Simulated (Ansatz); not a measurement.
Basis-set extrapolation for formaldehyde, CH$_{2}$O (PBE0-D4/def2-TZVP geometry, frozen core, Ansatz). Multiplicity 1, RHF reference.

|  | def2-TZVPP | def2-QZVPP |
| --- | --- | --- |
| HF | -113.917664 | -113.923121 |
| MP2 correlation | -0.392895 | -0.421863 |
| CCSD(T) correlation | -0.419779 | -0.446293 |

Energies in hartree. Use E(X) = E(∞) + A·exp(−7.88·√X) for Hartree–Fock and E(X) = E(∞) + B·X^(−2.97) for correlation, with X = 3 and 4.

Q: What is the CCSD(T) energy at the basis-set limit?

A: HF limit: -113.923121 + (-0.005457) × 0.13774 = -113.92387. Correlation limit: -0.446293 + (-0.026514) × 0.74074 = -0.46593. Total: -114.38980 hartree, 32.9 kcal/mol below CCSD(T)/def2-TZVPP.
